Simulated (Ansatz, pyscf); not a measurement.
O=SiH–F → silicon monoxide (O=Si:) [singlet] + hydrogen fluoride (HF), a 1,1-elimination on the singlet surface: F–Si, H–Si broken, F–H formed. Single points on ωB97X-D3(BJ)/def2-SVP structures (PySCF, gas phase). Wave-function energies: Ansatz (an electronic-structure program), frozen core, RHF or UHF references. In kcal/mol, from the reactant's lowest minimum found.

```json
[
 {"level": "M06-2X/def2-TZVP", "barrier": "74.30", "reaction energy": "+37.34"},
 {"level": "ωB97M-D3(BJ)/def2-TZVP", "barrier": "70.50", "reaction energy": "+35.27"},
 {"level": "CCSD(T)/cc-pV(D+d)Z", "barrier": "69.00", "reaction energy": "+27.04"},
 {"level": "CCSDT(Q)/cc-pV(D+d)Z", "barrier": "___", "reaction energy": "___"},
 {"level": "CCSD(T)/cc-pV(T+d)Z", "barrier": "72.39", "reaction energy": "+33.64"},
 {"level": "CCSD(T)/cc-pV(Q+d)Z", "barrier": "___", "reaction energy": "+35.50"}
]
```

### Question
Some entries are withheld; supply them.

### Answer

- CCSDT(Q)/cc-pV(D+d)Z, barrier: 68.29
- CCSDT(Q)/cc-pV(D+d)Z, reaction energy: +26.83
- CCSD(T)/cc-pV(Q+d)Z, barrier: 73.25

In cc-pV(D+d)Z, going from CCSD(T) to CCSDT(Q) shifts the barrier by -0.71 and the reaction energy by -0.21 kcal/mol. With HF in the quadruple-zeta basis and the correlation energy extrapolated as X⁻³ from X = 3, 4, CCSD(T) gives 73.43 and +36.32; adding the double-zeta shift gives ΔE‡ = 72.72 and ΔE = +36.10 kcal/mol, without core correlation, relativity or geometry relaxation at these levels. O=SiH–F lies 15.84 kcal/mol over its isomer HO–Si:–F [singlet] (electronic energy, ωB97M-D3(BJ)/def2-TZVP). This is the saddle that the search found; another between the same sides may lie lower.
